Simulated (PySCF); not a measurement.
Species: C5H6.
SMILES: `C#C/C=C/C`

The closed-shell ground state was solved at several levels (PySCF, density fitting, gas phase, non-relativistic). Geometry: PBE0-D3(BJ)/def2-SVP; no solvent, vibrations or thermal averaging.

```tsv
level	basis functions	total energy (Eh)	HOMO (eV)	LUMO (eV)	gap (eV)	dipole (D)
B3LYP/def2-SVPD	148	-193.9267	-6.60	-0.98	5.62	1.11
HF/def2-SVPD	148	-192.6119	-9.02	2.72	11.74	1.18
BHandHLYP/def2-SVPD	148	-193.7921	-7.70	0.30	8.00	1.13
PBE0/6-31G*	82	-193.8028	-6.49	-0.33	6.16	0.99
wB97X-D/pcSseg-2	264	-194.0525	-8.56	0.97	9.53	1.18
```

**Question.** Estimate the row for PBE/def2-SVPD, a basis of 148 functions; the other rows only guide the guess.

**Answer.** Total energy -193.6571 Eh, HOMO -5.78 eV, LUMO -1.70 eV, gap 4.08 eV, dipole 1.12 D.

**Question.** Over all these levels, which gives the widest orbital gap and which the narrowest?

**Answer.** HF/def2-SVPD (Hartree–Fock, all exact exchange) has the widest, 11.74 eV, and PBE/def2-SVPD (GGA) the narrowest, 4.08 eV. The two share the basis. From the narrowest to the widest the HOMO moves by -3.24 eV and the LUMO by +4.42 eV.

**Question.** In the def2-SVPD basis, how does the gap go with the fixed share of exact exchange?

**Answer.** PBE (0 %) 4.08 eV; B3LYP (20 %) 5.62 eV; BHandHLYP (50 %) 8.00 eV; HF (100 %) 11.74 eV. Each rise in the share widens the gap here.

**Question.** How far do the dipole and the HOMO energy spread over the levels?

**Answer.** The dipole runs from 0.99 to 1.18 D (mean 1.12 D) and the HOMO from -9.02 to -5.78 eV.

wB97X-D is run here without its empirical dispersion term; that term would change no orbital, density or response property at a fixed geometry.
